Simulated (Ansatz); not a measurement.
Energy needed to pull apart CH3BO (SMILES B1CO1), closed shell, into free ground-state atoms, from the structure below (displaced at random from a GFN2-xTB minimum); no zero-point or spin–orbit terms; open-shell atoms are treated unrestricted, in their ground-state multiplicity.

```csv
atom,x (Å),y (Å),z (Å)
B1,-0.6943,-0.4046,-0.3494
C2,0.5193,0.1275,0.3148
O3,-0.6389,0.9377,-0.0985
H4,-1.4298,-1.1486,-0.8385
H5,1.5342,0.4862,-0.2917
H6,0.7411,0.0565,1.4127
```

Program: Ansatz 0.2.0. Basis: def2-TZVPP. Cores are frozen in the correlated methods.

| method | atomization energy (kcal/mol) |
| --- | --- |
| PBE-D4 | ? |
| r2SCAN-D4 | 563.2 |
| PBE0-D4 | 561.3 |
| r2SCANh-D4 | 557.8 |
| HSE06-D4 | 561.9 |
| wB97M-V | ? |
| HF | 399.5 |
| MP2 | 556.7 |
| CCSD | 531.4 |
| CCSD(T) | 541.4 |

**Question.** What does wB97M-V give? (To be estimated.)

**Answer.** By the calculation: 561.0 kcal/mol, which is about 19.6 kcal/mol more than CCSD(T)/def2-TZVPP.

**Question.** What does PBE-D4 give? (Judge from chemistry; the value comes from the calculation.)

**Answer.** By the calculation: 577.2 kcal/mol, which is about 35.8 kcal/mol more than CCSD(T)/def2-TZVPP.

In triple zeta the MP2 and coupled-cluster atomization energies are still short of their basis limit by a few kcal/mol a bond, whereas those of the functionals are nearly converged, so these differences are not deviations from converged CCSD(T).

T1 diagnostic: at most 0.017.

For scale, one of the runs: CCSD(T)/def2-TZVPP forces, 135 basis functions (an equivalent command: `ansatz run in.yaml --threads 4`). Time: 18 s of wall clock on 4 CPU threads; the host was shared. Peak host memory: 1.4 GiB.
